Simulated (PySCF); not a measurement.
**BCl: from the state search to spectroscopic constants**

One table from this session's results is given with a row withheld; the runs are named, their logs left out.

Computed with PySCF 2.14.0. Level: B def2-SVP, Cl def2-SVP, no relativity.

Set-up of the first run:

The job is set up so:

```json
{
 "atoms": "B, Cl",
 "charge": "0",
 "basis": "B def2-SVP, Cl def2-SVP",
 "Hamiltonian": "no relativity",
 "basis functions": "32",
 "electrons treated": "22",
 "masses in u": "11.0093, 34.9689",
 "levels": "PBE0, PBE, r²SCAN, r²SCAN0, M06-2X, TPSSh, HSE06, HF, MP2, SCS-MP2, CCSD, CCSD(T)",
 "grid": "80 radial by 434 angular points",
 "occupations": "held fixed by the projection of orbital angular momentum",
 "dissociation limit": "B + Cl, each in its ground configuration",
 "starting distance in angstrom": "1.785",
 "values of 2S to try": "0, 2"
}
```

The run is started by

```console
> OMP_NUM_THREADS=1 python dia.py task.json out
```

Among the steps run: Input; PBE0 along the bond; Excited determinants; PBE (GGA); r²SCAN (meta-GGA); r²SCAN0; M06-2X (hybrid meta-GGA); TPSSh (hybrid meta-GGA); HSE06; RHF; MP2 and coupled cluster.

One of the session's tables, all rows but one given; the rest of the session is left out.

Energy (eV) from each level's lowest point:

```
R (Å)    RHF  RHF-MP2  RHF-SCS-MP2  RHF-CCSD  RHF-CCSD(T)
1.480  1.052    0.970        0.998       n/a          n/a
1.549  0.462    0.403        0.423     0.459        0.465
1.618      ?        ?            ?         ?            ?
1.669  0.029    0.012        0.017     0.027        0.029
1.721  0.000    0.000        0.000     0.000        0.000
1.773  0.035    0.051        0.045     0.036        0.035
1.841  0.153    0.191        0.178     0.158        0.153
1.927  0.379    0.444        0.421     0.390        0.381
2.031  0.720    0.813        0.779     0.737        0.723
2.168  1.226    1.356        1.307       n/a          n/a
```

Q: Estimate the row for R (Å) = 1.618 from the others.

Worked estimate for «RHF». A straight line through the neighbours (1.549, 0.462) and (1.669, 0.029) gives 0.462 + (0.029 − 0.462) × (1.618 − 1.549) / (1.669 − 1.549) = 0.213; a parabola fitted to 4 rows on both sides gives 0.128.

As computed: RHF: 0.140; RHF-MP2: 0.106; RHF-SCS-MP2: 0.117; RHF-CCSD: 0.138; RHF-CCSD(T): 0.141. In «RHF» the line misses by +0.073 and the parabola by -0.012.
